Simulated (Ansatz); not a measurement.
# CH₃+ (triplet): from Hartree-Fock to the top rungs at distance C1–H2 = 3.148 Å, cc-pVDZ

How much of the correlation energy of CH₃+ (triplet) does each wave-function method recover here?

The runs use Ansatz 0.2.0, Gaussian basis; cc-pVDZ, core rule «outside noble gas», up to 1 orbitals frozen.

Plan: UHF; CCSD(T) on ROHF; CCSD(T) on UHF; BCCD(T) on ROHF; CISD; CCSDT(Q) on ROHF; CCSDT(Q) on UHF; CASSCF and MRCISD+Q, 4 electrons in 4 orbitals; CASSCF and NEVPT2, 4 electrons in 4 orbitals; CASSCF and MRCISD+Q, 6 electrons in 7 orbitals; CASSCF and MRCISD+Q(relaxed), 6 electrons in 7 orbitals; CASSCF and NEVPT2, 6 electrons in 7 orbitals; Full CI.

23 further runs of the same task are left out: 1 for a mislabelled method, 15 that didn't finish, 7 set aside as unsound or not needed.

### Step 1. The geometry

The geometry derives from a PBE0/def2-TZVP stationary point (not a proven minimum). One bond is set to the value named and the two fragments are kept rigid.

4 atoms, charge 1, spin multiplicity 3.

Atoms are counted from 1 here; the program's logs count them from 0.

Bond lengths: C1–H3 1.083 Å, C1–H4 1.170 Å. Angles: H3–C1–H4 144.3°.

Coordinates:

```
C     0.00000   -0.07743    0.16241
H     0.00000    1.76096   -2.39302
H     0.00000   -0.07743    1.24532
H     0.00000   -0.76089   -0.78762
```

### Step 2. UHF

in.yaml

```yaml
crystal:
  periodic: [false, false, false]
  atoms:
    - {symbol: C, position_ang: [0.000000, -0.077428, 0.162412]}
    - {symbol: H, position_ang: [0.000000, 1.760960, -2.393020]}
    - {symbol: H, position_ang: [0.000000, -0.077428, 1.245324]}
    - {symbol: H, position_ang: [0.000000, -0.760887, -0.787623]}
basis:
  gaussian: {orbitals: cc-pVDZ}
total_charge: 1
magnetization: {spin_polarized: true, initial_magnetization: 2}
hamiltonian: {xc: hf}
output: {orbitals: {seedname: orbitals}}
```

Launch:

```bash
$ ansatz run in.yaml --threads 1 --pin off --events-out ev --progress --plain --max-ram 2393MiB
```

The runs that follow: CCSD(T) on ROHF; CCSD(T) on UHF; BCCD(T) on ROHF; CISD; CCSDT(Q) on ROHF; CCSDT(Q) on UHF; CASSCF and MRCISD+Q, 4 electrons in 4 orbitals; CASSCF and NEVPT2, 4 electrons in 4 orbitals; CASSCF and MRCISD+Q, 6 electrons in 7 orbitals; CASSCF and MRCISD+Q(relaxed), 6 electrons in 7 orbitals; CASSCF and NEVPT2, 6 electrons in 7 orbitals; Full CI.

Q: Predict the results of all the runs planned. Wanted: FCI below the RHF energy; RMP2 from FCI; UMP2 from FCI; RCCSD from FCI; RCCSD(T) from FCI; UCCSD(T) from FCI; RCCSDT(Q) from FCI; UCCSDT(Q) from FCI; NEVPT2 pair from FCI.

The runs gave:

| quantity | value |
| --- | --- |
| FCI below the RHF energy | -2.7895 eV |
| RMP2 from FCI | +639.4 meV |
| UMP2 from FCI | +634.2 meV |
| RCCSD from FCI | +49.6 meV |
| RCCSD(T) from FCI | +11.6 meV |
| UCCSD(T) from FCI | +11.2 meV |
| RCCSDT(Q) from FCI | +0.2 meV |
| UCCSDT(Q) from FCI | -0.3 meV |
| NEVPT2 pair from FCI | +592.0 meV |
| MRCISD+Q pair from FCI | -6.4 meV |
| NEVPT2 valence from FCI | +408.3 meV |
| levels within 1 kcal/mol (43 meV) | RCCSD(T), UCCSD(T), BCCD(T), RCCSDT, UCCSDT, RCCSDT(Q), UCCSDT(Q), MRCISD+Q pair, MRCISD+Q valence, MRCISD+Q(relaxed) valence |
| T1 diagnostic | 0.013 |
| effectively unpaired electrons | 2.02 |

What this shows: RCCSD(T) lands +11.6 meV from the yardstick (0.4 % of the correlation energy). MRCISD+Q pair, MRCISD+Q(relaxed) valence fall below full CI: the +Q correction isn't variational, and the cores differ from full CI's. One determinant dominates. Of the multireference levels listed MRCISD+Q pair comes nearest in total energy (-6.4 meV), which doesn't show that its space is the better one. These misses are within one basis, not against nature; the frozen cores of restricted and unrestricted runs differ, which can shift their rows.
